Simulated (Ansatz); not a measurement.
Mulliken charges of `C=C[N]C` radical from r2SCAN/def2-TZVPP in Ansatz (PBE0-D4/def2-TZVP geometry).

| atom | x (Å) | y (Å) | z (Å) | charge (e) |
| --- | --- | --- | --- | --- |
| C1 | -0.942 | 1.416 | -1.014 | -0.172 |
| C2 | -0.066 | 0.624 | -0.287 | 0.031 |
| N3 | -0.375 | -0.598 | 0.059 | -0.251 |
| C4 | 0.602 | -1.328 | 0.808 | 0.020 |
| H5 | -1.907 | 1.021 | -1.306 | 0.097 |
| H6 | -0.679 | 2.426 | -1.297 | 0.106 |
| H7 | 0.906 | 1.050 | -0.003 | 0.031 |
| H8 | 0.855 | -2.248 | 0.270 | 0.060 |
| H9 | 1.526 | -0.768 | 1.011 | 0.018 |
| H10 | 0.163 | -1.645 | 1.761 | 0.060 |

Question: By hand: the dipole of these point charges (1 e Å = 4.8032 D).

Answer: Σ q r = (0.126, 0.041, 0.043) e Å, of length 0.139 e Å = 0.67 D.

Question: How does the dipole of the full density compare? (An estimate is asked.)

Answer: Ansatz gave: (0.219, 0.151, 0.042) e Å, 1.29 D; the point charges give 0.52 times that, at 18° from its direction.

Point charges leave out the atoms' own dipoles, such as those of lone pairs, and Mulliken's split depends on the basis, so the two needn't agree.
